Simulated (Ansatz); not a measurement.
Born–Oppenheimer molecular dynamics of C2HClF (5 atoms, charge 0, multiplicity 2). It starts from a relaxed structure.

These are results of Ansatz 0.2.0, UKS B3LYP-D4/STO-3G, not measurements.

| Property | Result |
| --- | --- |
| ensemble | NVT, Nosé–Hoover chain |
| time step | 0.5 fs |
| steps asked | 600 |
| set temperature | 300 K |
| thermostat | time constant 100 fs, chain length 3 (defaults) |
| temperature schedule | 150 steps to 300 K, then 450 steps to 900 K |
| seed | 420693 |

First frame:

```xyz
5
Properties=species:S:1:pos:R:3
C 0.832 0.111 0.523
C -0.270 -0.099 -0.184
F -1.223 0.811 -0.542
Cl -0.652 -1.788 -0.808
H 1.314 0.966 1.011
```

Question: What does the run give?

Answer: All steps were run.

* steps done: 600
* time covered: 300 fs
* mean temperature over the second half: 343 K
* spread of the potential energy over the second half: 13.1 meV per atom
* mean potential energy of the second half above the start: 31.3 meV per atom

The conserved energy stayed within 0.097 meV per atom of its start (net change 0.069 meV per atom), so the integration is sound. The schedule's set-point averaged 700 K over the second half and the system 343 K, so it lags behind the ramp. A run of 0.3 ps of so small a system gives no equilibrium averages. Limits of this set-up: minimal basis.

Question: What happens to the structure?

Answer: The same pairs are bonded in the first frame and the last. Pairs count as bonded within 1.25 times the sum of covalent radii (0.12 Å more for H–H). The details hang on the random start.

Question: How do temperature and energy run in time?

Answer: 
```csv
time (fs),T (K),potential energy less start (eV),conserved less start (meV/atom)
0.0,300,0.000,0.00
25.0,110,0.075,0.02
50.0,117,0.079,0.04
75.0,172,0.066,0.02
100.0,273,0.050,0.01
125.0,212,0.091,0.04
150.0,107,0.172,0.05
175.0,243,0.146,0.05
200.0,149,0.209,0.06
225.0,572,0.069,0.03
250.0,446,0.138,0.04
275.0,419,0.181,0.07
300.0,325,0.239,0.07
```

Time of the run: 11 min on 1 thread of Intel(R) Xeon(R) Platinum 8488C (Sapphire Rapids), on a shared host, peak memory 0.12 GiB.
